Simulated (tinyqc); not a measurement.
Inside a calculation (part 1 of 3). Method: UHF in the sto-3g basis, for NH3+, spin multiplicity 2. Computed by tinyqc, a small Python program that keeps every step (integrals from PySCF). Settings: charge = 1, multiplicity = 2, basis = sto-3g, energy threshold = 1e-10, iteration cap = 75, orthogonalisation = symmetric, start = core, DIIS depth = 0, damping = 0.7, method = UHF. Command: `OMP_NUM_THREADS=1 python tinyqc.py 21689 21690 out.jsonl` (the two numbers bound the seeds that draw the settings). One thread of a shared host (Intel(R) Xeon(R) Processor @ 2.60GHz), about 0.2 s of CPU time with the checks. Later iterations appear only in the table of the cycle.

## One-electron integrals

Geometry (angstrom):
```
atom          x          y         z
N      0.000000   0.000000  0.311000
H      0.971000   0.000000  0.000000
H     -0.486000   0.841000  0.000000
H     -0.486000  -0.841000  0.000000
```

Basis sto-3g: exponents (1/bohr^2) and contraction coefficients of normalised primitives:
```
element  l (shell)   exponent  coefficient
N            s (1)  99.106169     0.154329
N            s (1)  18.052312     0.535328
N            s (1)   4.885660     0.444635
N            s (2)   3.780456    -0.099967
N            s (2)   0.878497     0.399513
N            s (2)   0.285714     0.700115
N            p (3)   3.780456     0.155916
N            p (3)   0.878497     0.607684
N            p (3)   0.285714     0.391957
H            s (1)   3.425251     0.154329
H            s (1)   0.623914     0.535328
H            s (1)   0.168855     0.444635
```

Overlap, kinetic and nuclear-attraction integrals over the contracted functions; the nuclear repulsion is the sum of Za Zb / Rab.

nuclear repulsion = 11.84071742 hartree

overlap S, order 1N 1s, 1N 2s, 1N 2px, 1N 2py, 1N 2pz, 2H 1s, 3H 1s, 4H 1s:
```
[[1.000000, 0.235038, 0.000000, 0.000000, 0.000000, 0.057376, 0.057334, 0.057334],
 [0.235038, 1.000000, 0.000000, 0.000000, 0.000000, 0.490182, 0.489989, 0.489989],
 [0.000000, 0.000000, 1.000000, 0.000000, 0.000000, 0.416258, -0.208228, -0.208228],
 [0.000000, 0.000000, 0.000000, 1.000000, 0.000000, 0.000000, 0.360329, -0.360329],
 [0.000000, 0.000000, 0.000000, 0.000000, 1.000000, -0.133323, -0.133249, -0.133249],
 [0.057376, 0.490182, 0.416258, 0.000000, -0.133323, 1.000000, 0.196470, 0.196470],
 [0.057334, 0.489989, -0.208228, 0.360329, -0.133249, 0.196470, 1.000000, 0.196558],
 [0.057334, 0.489989, -0.208228, -0.360329, -0.133249, 0.196470, 0.196558, 1.000000]]
```

kinetic energy T (hartree), order 1N 1s, 1N 2s, 1N 2px, 1N 2py, 1N 2pz, 2H 1s, 3H 1s, 4H 1s:
```
[[21.990753, -0.128416, 0.000000, 0.000000, 0.000000, -0.006603, -0.006619, -0.006619],
 [-0.128416, 0.606994, 0.000000, 0.000000, 0.000000, 0.119879, 0.119754, 0.119754],
 [0.000000, 0.000000, 1.899358, 0.000000, 0.000000, 0.265426, -0.132705, -0.132705],
 [0.000000, 0.000000, 0.000000, 1.899358, 0.000000, 0.000000, 0.229640, -0.229640],
 [0.000000, 0.000000, 0.000000, 0.000000, 1.899358, -0.085013, -0.084920, -0.084920],
 [-0.006603, 0.119879, 0.265426, 0.000000, -0.085013, 0.760032, -0.001872, -0.001872],
 [-0.006619, 0.119754, -0.132705, 0.229640, -0.084920, -0.001872, 0.760032, -0.001858],
 [-0.006619, 0.119754, -0.132705, -0.229640, -0.084920, -0.001872, -0.001858, 0.760032]]
```

nuclear attraction V (hartree), order 1N 1s, 1N 2s, 1N 2px, 1N 2py, 1N 2pz, 2H 1s, 3H 1s, 4H 1s:
```
[[-47.742677, -5.798833, 0.000002, 0.000000, 0.014272, -1.451435, -1.450346, -1.450346],
 [-5.798833, -8.388684, 0.000044, 0.000000, 0.164364, -3.408513, -3.406868, -3.406868],
 [0.000002, 0.000044, -8.379513, 0.000000, 0.000008, -2.631210, 1.316125, 1.316125],
 [0.000000, 0.000000, 0.000000, -8.379286, 0.000000, 0.000000, -2.277418, 2.277418],
 [0.014272, 0.164364, 0.000008, 0.000000, -8.240459, 0.889782, 0.889206, 0.889206],
 [-1.451435, -3.408513, -2.631210, 0.000000, 0.889782, -5.384288, -1.171470, -1.171470],
 [-1.450346, -3.406868, 1.316125, -2.277418, 0.889206, -1.171470, -5.383391, -1.171787],
 [-1.450346, -3.406868, 1.316125, 2.277418, 0.889206, -1.171470, -1.171787, -5.383391]]
```

core Hamiltonian H = T + V (hartree), order 1N 1s, 1N 2s, 1N 2px, 1N 2py, 1N 2pz, 2H 1s, 3H 1s, 4H 1s:
```
[[-25.751924, -5.927249, 0.000002, 0.000000, 0.014272, -1.458037, -1.456965, -1.456965],
 [-5.927249, -7.781690, 0.000044, 0.000000, 0.164364, -3.288634, -3.287114, -3.287114],
 [0.000002, 0.000044, -6.480155, 0.000000, 0.000008, -2.365784, 1.183420, 1.183420],
 [0.000000, 0.000000, 0.000000, -6.479928, 0.000000, 0.000000, -2.047778, 2.047778],
 [0.014272, 0.164364, 0.000008, 0.000000, -6.341101, 0.804769, 0.804285, 0.804285],
 [-1.458037, -3.288634, -2.365784, 0.000000, 0.804769, -4.624256, -1.173342, -1.173342],
 [-1.456965, -3.287114, 1.183420, -2.047778, 0.804285, -1.173342, -4.623359, -1.173645],
 [-1.456965, -3.287114, 1.183420, 2.047778, 0.804285, -1.173342, -1.173645, -4.623359]]
```

## Two-electron integrals

Functions are numbered as in S; the eight-fold symmetry (ij|kl) = (ji|kl) = (kl|ij) leaves the list below.

Two-electron integrals (ij|kl) in chemists' order, unique and non-zero (hartree):
```
(11|11) 4.166630    (21|11) 0.640849    (21|21) 0.117461    (22|11) 0.969864
(22|21) 0.220936    (22|22) 0.708245    (31|31) 0.020960    (32|31) 0.032452
(32|32) 0.156449    (33|11) 0.967124    (33|21) 0.220977    (33|22) 0.708086
(33|33) 0.762805    (41|41) 0.020960    (42|41) 0.032452    (42|42) 0.156449
(43|43) 0.041119    (44|11) 0.967124    (44|21) 0.220977    (44|22) 0.708086
(44|33) 0.680568    (44|44) 0.762805    (51|51) 0.020960    (52|51) 0.032452
(52|52) 0.156449    (53|53) 0.041119    (54|54) 0.041119    (55|11) 0.967124
(55|21) 0.220977    (55|22) 0.708086    (55|33) 0.680568    (55|44) 0.680568
(55|55) 0.762805    (61|11) 0.158645    (61|21) 0.028840    (61|22) 0.053912
(61|31) 0.001445    (61|32) 0.002704    (61|33) 0.054151    (61|44) 0.053777
(61|51) -0.000463   (61|52) -0.000866   (61|53) -0.000120   (61|55) 0.053815
(61|61) 0.007201    (62|11) 0.369638    (62|21) 0.085172    (62|22) 0.299506
(62|31) 0.006784    (62|32) 0.050542    (62|33) 0.309546    (62|44) 0.293527
(62|51) -0.002173   (62|52) -0.016188   (62|53) -0.005131   (62|55) 0.295170
(62|61) 0.021475    (62|62) 0.158462    (63|11) 0.271000    (63|21) 0.063256
(63|22) 0.236811    (63|31) 0.013295    (63|32) 0.088288    (63|33) 0.258171
(63|44) 0.225381    (63|51) -0.001416   (63|52) -0.012064   (63|53) -0.007197
(63|55) 0.226627    (63|61) 0.016690    (63|62) 0.150538    (63|63) 0.162354
(64|41) 0.008873    (64|42) 0.050621    (64|43) 0.010320    (64|54) -0.003305
(64|64) 0.021517    (65|11) -0.086798   (65|21) -0.020260   (65|22) -0.075848
(65|31) -0.001416   (65|32) -0.012064   (65|33) -0.076078   (65|44) -0.072187
(65|51) 0.009327    (65|52) 0.054485    (65|53) 0.011567    (65|55) -0.079197
(65|61) -0.005346   (65|62) -0.048216   (65|63) -0.045109   (65|65) 0.035964
(66|11) 0.503506    (66|21) 0.117887    (66|22) 0.471902    (66|31) 0.012412
(66|32) 0.124216    (66|33) 0.509866    (66|44) 0.449545    (66|51) -0.003975
(66|52) -0.039785   (66|53) -0.019320   (66|55) 0.455733    (66|61) 0.030091
(66|62) 0.309242    (66|63) 0.329860    (66|65) -0.105650   (66|66) 0.774606
(71|11) 0.158527    (71|21) 0.028818    (71|22) 0.053872    (71|31) -0.000723
(71|32) -0.001352   (71|33) 0.053831    (71|41) 0.001251    (71|42) 0.002339
(71|43) -0.000162   (71|44) 0.054017    (71|51) -0.000462   (71|52) -0.000865
(71|53) 0.000060    (71|54) -0.000104   (71|55) 0.053775    (71|61) 0.007036
(71|62) 0.020527    (71|63) 0.014880    (71|64) 0.000628    (71|65) -0.005114
(71|66) 0.028291    (71|71) 0.007190    (72|11) 0.369450    (72|21) 0.085129
(72|22) 0.299366    (72|31) -0.003393   (72|32) -0.025280   (72|33) 0.297398
(72|41) 0.005871    (72|42) 0.043745    (72|43) -0.006938   (72|44) 0.305394
(72|51) -0.002171   (72|52) -0.016177   (72|53) 0.002566    (72|54) -0.004440
(72|55) 0.295030    (72|61) 0.020531    (72|62) 0.122550    (72|63) 0.089360
(72|64) 0.013739    (72|65) -0.036244   (72|66) 0.192885    (72|71) 0.021448
(72|72) 0.158328    (73|11) -0.135547   (73|21) -0.031639   (73|22) -0.118451
(73|31) 0.009974    (73|32) 0.060021    (73|33) -0.124578   (73|41) -0.001915
(73|42) -0.016314   (73|43) 0.011565    (73|44) -0.117290   (73|51) 0.000708
(73|52) 0.006033    (73|53) -0.004277   (73|54) 0.001685    (73|55) -0.113357
(73|61) -0.006905   (73|62) -0.032826   (73|63) -0.008754   (73|64) -0.002819
(73|65) 0.009460    (73|66) -0.038092   (73|71) -0.008342   (73|72) -0.075269
(73|73) 0.056735    (74|11) 0.234557    (74|21) 0.054749    (74|22) 0.204973
(74|31) -0.001915   (74|32) -0.016314   (74|33) 0.197713    (74|41) 0.012182
(74|42) 0.078824    (74|43) -0.009718   (74|44) 0.220828    (74|51) -0.001226
(74|52) -0.010440   (74|53) 0.001685    (74|54) -0.006219   (74|55) 0.196158
(74|61) 0.013203    (74|62) 0.084257    (74|63) 0.060850    (74|64) 0.024786
(74|65) -0.024421   (74|66) 0.132932    (74|71) 0.014435    (74|72) 0.130250
(74|73) -0.060980   (74|74) 0.127018    (75|11) -0.086739   (75|21) -0.020246
(75|22) -0.075799   (75|31) 0.000708    (75|32) 0.006033    (75|33) -0.073114
(75|41) -0.001226   (75|42) -0.010440   (75|43) 0.001685    (75|44) -0.075056
(75|51) 0.009321    (75|52) 0.054454    (75|53) -0.005785   (75|54) 0.010010
(75|55) -0.079145   (75|61) -0.005114   (75|62) -0.036240   (75|63) -0.025869
(75|64) -0.004028   (75|65) 0.026420    (75|66) -0.061562   (75|71) -0.005338
(75|72) -0.048166   (75|73) 0.022550    (75|74) -0.039022   (75|75) 0.035926
(76|11) 0.122696    (76|21) 0.028436    (76|22) 0.105731    (76|31) 0.000920
(76|32) 0.007648    (76|33) 0.106008    (76|41) 0.001595    (76|42) 0.013258
(76|43) 0.000413    (76|44) 0.106487    (76|51) -0.001180   (76|52) -0.009807
(76|53) -0.001159   (76|54) -0.002009   (76|55) 0.104591    (76|61) 0.007058
(76|62) 0.052728    (76|63) 0.046277    (76|64) 0.005356    (76|65) -0.017794
(76|66) 0.100130    (76|71) 0.007052    (76|72) 0.052708    (76|73) -0.018516
(76|74) 0.042740    (76|75) -0.017785   (76|76) 0.021082    (77|11) 0.503371
(77|21) 0.117856    (77|22) 0.471804    (77|31) -0.006208   (77|32) -0.062138
(77|33) 0.464551    (77|41) 0.010743    (77|42) 0.107527    (77|43) -0.026127
(77|44) 0.494665    (77|51) -0.003973   (77|52) -0.039763   (77|53) 0.009662
(77|54) -0.016719   (77|55) 0.455635    (77|61) 0.028304    (77|62) 0.192937
(77|63) 0.134166    (77|64) 0.033543    (77|65) -0.061584   (77|66) 0.311219
(77|71) 0.030061    (77|72) 0.309089    (77|73) -0.164987   (77|74) 0.285502
(77|75) -0.105578   (77|76) 0.100130    (77|77) 0.774606    (81|11) 0.158527
(81|21) 0.028818    (81|22) 0.053872    (81|31) -0.000723   (81|32) -0.001352
(81|33) 0.053831    (81|41) -0.001251   (81|42) -0.002339   (81|43) 0.000162
(81|44) 0.054017    (81|51) -0.000462   (81|52) -0.000865   (81|53) 0.000060
(81|54) 0.000104    (81|55) 0.053775    (81|61) 0.007036    (81|62) 0.020527
(81|63) 0.014880    (81|64) -0.000628   (81|65) -0.005114   (81|66) 0.028291
(81|71) 0.007031    (81|72) 0.020517    (81|73) -0.007987   (81|74) 0.012566
(81|75) -0.005111   (81|76) 0.006806    (81|77) 0.028284    (81|81) 0.007190
(82|11) 0.369450    (82|21) 0.085129    (82|22) 0.299366    (82|31) -0.003393
(82|32) -0.025280   (82|33) 0.297398    (82|41) -0.005871   (82|42) -0.043745
(82|43) 0.006938    (82|44) 0.305394    (82|51) -0.002171   (82|52) -0.016177
(82|53) 0.002566    (82|54) 0.004440    (82|55) 0.295030    (82|61) 0.020531
(82|62) 0.122550    (82|63) 0.089360    (82|64) -0.013739   (82|65) -0.036244
(82|66) 0.192885    (82|71) 0.020517    (82|72) 0.122510    (82|73) -0.056612
(82|74) 0.070494    (82|75) -0.036227   (82|76) 0.042383    (82|77) 0.192890
(82|81) 0.021448    (82|82) 0.158328    (83|11) -0.135547   (83|21) -0.031639
(83|22) -0.118451   (83|31) 0.009974    (83|32) 0.060021    (83|33) -0.124578
(83|41) 0.001915    (83|42) 0.016314    (83|43) -0.011565   (83|44) -0.117290
(83|51) 0.000708    (83|52) 0.006033    (83|53) -0.004277   (83|54) -0.001685
(83|55) -0.113357   (83|61) -0.006905   (83|62) -0.032826   (83|63) -0.008754
(83|64) 0.002819    (83|65) 0.009460    (83|66) -0.038092   (83|71) -0.007987
(83|72) -0.056612   (83|73) 0.041572    (83|74) -0.031851   (83|75) 0.016433
(83|76) -0.014645   (83|77) -0.096203   (83|81) -0.008342   (83|82) -0.075269
(83|83) 0.056735    (84|11) -0.234557   (84|21) -0.054749   (84|22) -0.204973
(84|31) 0.001915    (84|32) 0.016314    (84|33) -0.197713   (84|41) 0.012182
(84|42) 0.078824    (84|43) -0.009718   (84|44) -0.220828   (84|51) 0.001226
(84|52) 0.010440    (84|53) -0.001685   (84|54) -0.006219   (84|55) -0.196158
(84|61) -0.013203   (84|62) -0.084257   (84|63) -0.060850   (84|64) 0.024786
(84|65) 0.024421    (84|66) -0.132932   (84|71) -0.012566   (84|72) -0.070494
(84|73) 0.031851    (84|74) -0.025466   (84|75) 0.020382    (84|76) -0.025335
(84|77) -0.099395   (84|81) -0.014435   (84|82) -0.130250   (84|83) 0.060980
(84|84) 0.127018    (85|11) -0.086739   (85|21) -0.020246   (85|22) -0.075799
(85|31) 0.000708    (85|32) 0.006033    (85|33) -0.073114   (85|41) 0.001226
(85|42) 0.010440    (85|43) -0.001685   (85|44) -0.075056   (85|51) 0.009321
(85|52) 0.054454    (85|53) -0.005785   (85|54) -0.010010   (85|55) -0.079145
(85|61) -0.005114   (85|62) -0.036240   (85|63) -0.025869   (85|64) 0.004028
(85|65) 0.026420    (85|66) -0.061562   (85|71) -0.005111   (85|72) -0.036227
(85|73) 0.016433    (85|74) -0.020382   (85|75) 0.026409    (85|76) -0.013891
(85|77) -0.061562   (85|81) -0.005338   (85|82) -0.048166   (85|83) 0.022550
(85|84) 0.039022    (85|85) 0.035926    (86|11) 0.122696    (86|21) 0.028436
(86|22) 0.105731    (86|31) 0.000920    (86|32) 0.007648    (86|33) 0.106008
(86|41) -0.001595   (86|42) -0.013258   (86|43) -0.000413   (86|44) 0.106487
(86|51) -0.001180   (86|52) -0.009807   (86|53) -0.001159   (86|54) 0.002009
(86|55) 0.104591    (86|61) 0.007058    (86|62) 0.052728    (86|63) 0.046277
(86|64) -0.005356   (86|65) -0.017794   (86|66) 0.100130    (86|71) 0.006806
(86|72) 0.042383    (86|73) -0.014645   (86|74) 0.025335    (86|75) -0.013891
(86|76) 0.017372    (86|77) 0.067018    (86|81) 0.007052    (86|82) 0.052708
(86|83) -0.018516   (86|84) -0.042740   (86|85) -0.017785   (86|86) 0.021082
(87|11) 0.122720    (87|21) 0.028442    (87|22) 0.105762    (87|31) -0.001843
(87|32) -0.015326   (87|33) 0.106761    (87|44) 0.105797    (87|51) -0.001180
(87|52) -0.009807   (87|53) 0.002322    (87|55) 0.104619    (87|61) 0.006812
(87|62) 0.042411    (87|63) 0.029273    (87|65) -0.013901   (87|66) 0.067040
(87|71) 0.007054    (87|72) 0.052731    (87|73) -0.027804   (87|74) 0.037400
(87|75) -0.017792   (87|76) 0.017379    (87|77) 0.100183    (87|81) 0.007054
(87|82) 0.052731    (87|83) -0.027804   (87|84) -0.037400   (87|85) -0.017792
(87|86) 0.017379    (87|87) 0.021102    (88|11) 0.503371    (88|21) 0.117856
(88|22) 0.471804    (88|31) -0.006208   (88|32) -0.062138   (88|33) 0.464551
(88|41) -0.010743   (88|42) -0.107527   (88|43) 0.026127    (88|44) 0.494665
(88|51) -0.003973   (88|52) -0.039763   (88|53) 0.009662    (88|54) 0.016719
(88|55) 0.455635    (88|61) 0.028304    (88|62) 0.192937    (88|63) 0.134166
(88|64) -0.033543   (88|65) -0.061584   (88|66) 0.311219    (88|71) 0.028284
(88|72) 0.192890    (88|73) -0.096203   (88|74) 0.099395    (88|75) -0.061562
(88|76) 0.067018    (88|77) 0.311271    (88|81) 0.030061    (88|82) 0.309089
(88|83) -0.164987   (88|84) -0.285502   (88|85) -0.105578   (88|86) 0.100130
(88|87) 0.100183    (88|88) 0.774606
```

## Orthogonalisation

S = U s U^T; symmetric (Loewdin) form X = U s^(-1/2) U^T, so that X^T S X = 1.

eigenvalues of S: [0.276126, 0.382515, 0.382748, 0.927384, 1.049106, 1.420694, 1.421045, 2.140382]

X, order 1N 1s, 1N 2s, 1N 2px, 1N 2py, 1N 2pz, 2H 1s, 3H 1s, 4H 1s:
```
[[1.025212, -0.155606, 0.000001, 0.000000, 0.008986, 0.023022, 0.023017, 0.023017],
 [-0.155606, 1.403672, 0.000037, 0.000000, -0.101873, -0.320498, -0.320248, -0.320248],
 [0.000001, 0.000037, 1.154293, 0.000000, -0.000015, -0.311871, 0.155955, 0.155955],
 [0.000000, 0.000000, 0.000000, 1.154069, 0.000000, 0.000000, -0.269881, 0.269881],
 [0.008986, -0.101873, -0.000015, 0.000000, 1.027165, 0.085735, 0.085652, 0.085652],
 [0.023022, -0.320498, -0.311871, 0.000000, 0.085735, 1.249490, -0.052045, -0.052045],
 [0.023017, -0.320248, 0.155955, -0.269881, 0.085652, -0.052045, 1.249244, -0.052044],
 [0.023017, -0.320248, 0.155955, 0.269881, 0.085652, -0.052045, -0.052044, 1.249244]]
```

## Starting guess

The start is the orbitals of the core Hamiltonian; D(s) = C_occ C_occ^T for each spin.

D(alpha) at the start, order 1N 1s, 1N 2s, 1N 2px, 1N 2py, 1N 2pz, 2H 1s, 3H 1s, 4H 1s:
```
[[1.071356, -0.337024, 0.000000, 0.000000, 0.025524, 0.046922, 0.046899, 0.046899],
 [-0.337024, 1.580428, 0.000035, 0.000000, -0.163210, -0.214419, -0.214304, -0.214304],
 [0.000000, 0.000035, 1.259226, 0.000000, -0.000023, -0.258922, 0.129482, 0.129482],
 [0.000000, 0.000000, 0.000000, 1.258837, 0.000000, 0.000000, -0.224035, 0.224035],
 [0.025524, -0.163210, -0.000023, 0.000000, 1.048932, 0.077911, 0.077844, 0.077844],
 [0.046922, -0.214419, -0.258922, 0.000000, 0.077911, 0.085344, 0.005464, 0.005464],
 [0.046899, -0.214304, 0.129482, -0.224035, 0.077844, 0.005464, 0.085257, 0.005514],
 [0.046899, -0.214304, 0.129482, 0.224035, 0.077844, 0.005464, 0.005514, 0.085257]]
```

D(beta) at the start, order 1N 1s, 1N 2s, 1N 2px, 1N 2py, 1N 2pz, 2H 1s, 3H 1s, 4H 1s:
```
[[1.065785, -0.312933, 0.000007, 0.000000, 0.096327, 0.047613, 0.047590, 0.047590],
 [-0.312933, 1.476268, 0.000004, 0.000000, -0.469337, -0.217405, -0.217292, -0.217292],
 [0.000007, 0.000004, 1.259226, 0.000000, -0.000114, -0.258923, 0.129481, 0.129481],
 [0.000000, 0.000000, 0.000000, 1.258837, 0.000000, 0.000000, -0.224035, 0.224035],
 [0.096327, -0.469337, -0.000114, 0.000000, 0.149222, 0.069136, 0.069065, 0.069065],
 [0.047613, -0.217405, -0.258923, 0.000000, 0.069136, 0.085259, 0.005378, 0.005378],
 [0.047590, -0.217292, 0.129481, -0.224035, 0.069065, 0.005378, 0.085171, 0.005428],
 [0.047590, -0.217292, 0.129481, 0.224035, 0.069065, 0.005378, 0.005428, 0.085171]]
```
